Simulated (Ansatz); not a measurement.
Reaction (SMILES): F[C]=C(F)F → 2 C atom + 3 F atom
B3LYP-D3(BJ)/def2-TZVP geometries, fixed; electronic energies without zero-point terms.
Largest species:
```
C
C 1 1.3115
F 2 1.3045 1 129.75
F 1 1.3195 2 123.31 3 180.00
F 1 1.3269 2 124.94 3 0.00
```
Charge 0, spin multiplicity 2.

The atomisation energy at MP2 with Ansatz (an electronic-structure program), in kcal/mol, split into its Hartree-Fock and correlation parts. Cores are frozen. An unrestricted Hartree-Fock determinant is markedly spin-contaminated. Open shells are unrestricted. No added dispersion term, no relativity. Functions are those of the species that has most.

| basis | X | functions | Hartree-Fock | MP2 |
|---|---|---|---|---|
| cc-pVDZ | 2 | 70 | 277.05 | 428.31 |
| cc-pVTZ | 3 | 150 | 292.60 | 463.17 |
| cc-pVQZ | 4 | 275 | 293.68 | 472.58 |

Worked estimate of the basis-set limit from each neighbouring pair, with Hartree-Fock from the larger set and the correlation part extrapolated as X^-3.
Correlation parts: X = 2: 151.26, X = 3: 170.57, X = 4: 178.90.
- (2,3): (27·(170.57) - 8·(151.26))/19 = 178.70; with Hartree-Fock 292.60 the estimate is 471.30 kcal/mol.
- (3,4): (64·(178.90) - 27·(170.57))/37 = 184.98; with Hartree-Fock 293.68 the estimate is 478.66 kcal/mol.
The last two estimates differ by 7.36 kcal/mol; the largest set lies 6.08 from the last. Over the last step Hartree-Fock moves by 1.08 and the correlation part by 8.33.
